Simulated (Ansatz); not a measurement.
Conformers of `C/C=C/C(C)C`, each relaxed with PBE0-D4/def2-TZVP in Ansatz. CBS adds the triple-zeta coupled-cluster correction to the MP2 limit.

Not all of them had a frequency check.

Conformer A:

Z-matrix (Å, degrees):
```
C
C 1 1.490
H 1 1.092 2 111.4
H 1 1.095 2 111.2 3 120.7
H 1 1.095 2 111.2 3 -120.7
C 2 1.327 1 125.2 3 -0.0
H 2 1.090 1 116.4 3 180.0
C 6 1.496 2 125.5 1 -180.0
H 6 1.092 2 118.8 1 0.0
C 8 1.526 6 110.7 2 -118.4
C 8 1.526 6 110.7 2 118.5
H 8 1.097 6 107.9 2 0.0
H 10 1.093 8 111.0 6 179.8
H 10 1.092 8 111.2 6 59.1
H 10 1.095 8 110.7 6 -60.7
H 11 1.092 8 111.2 6 -59.1
H 11 1.093 8 111.0 6 -179.8
H 11 1.095 8 110.7 6 60.7
```

Conformer B:

```xyz
18

C     2.068   -1.575   -1.141
C     0.797   -1.071   -0.547
C     0.694    0.020    0.202
C    -0.554    0.586    0.812
C    -0.749    2.030    0.353
C    -1.801   -0.241    0.549
H     2.294   -2.588   -0.792
H     2.002   -1.628   -2.232
H     2.912   -0.931   -0.883
H    -0.095   -1.658   -0.757
H     1.599    0.595    0.398
H    -0.391    0.613    1.899
H    -0.935    2.067   -0.724
H     0.137    2.636    0.559
H    -1.599    2.491    0.861
H    -1.693   -1.263    0.918
H    -2.021   -0.288   -0.521
H    -2.665    0.206    1.046
```

Q: Which is lowest in electronic energy at CCSD(T)/CBS (frozen core, def2 sets), and by how much? (Estimate.)

A: The calculation gave: A; B lies 1.5 kJ/mol higher. Gaps under about 2 kJ/mol don't settle the order.

Q: Give the energies relative to A (kJ/mol) with PBE-D4/def2-TZVPP, B3LYP-D4/def2-TZVPP, B2PLYP/def2-TZVPP, PBE0/def2-TZVPP, B3LYP/def2-TZVPP, HF/CBS(def2), MP2/CBS(def2). (Estimate.)

A: The calculation gave: 
| level | B |
| --- | --- |
| PBE-D4/def2-TZVPP | 1.7 |
| B3LYP-D4/def2-TZVPP | 2.2 |
| B2PLYP/def2-TZVPP | 2.8 |
| PBE0/def2-TZVPP | 2.1 |
| B3LYP/def2-TZVPP | 3.5 |
| HF/CBS(def2) | 4.6 |
| MP2/CBS(def2) | 1.6 |

B3LYP here is the variant with VWN-RPA as its local correlation; programs differ in this.
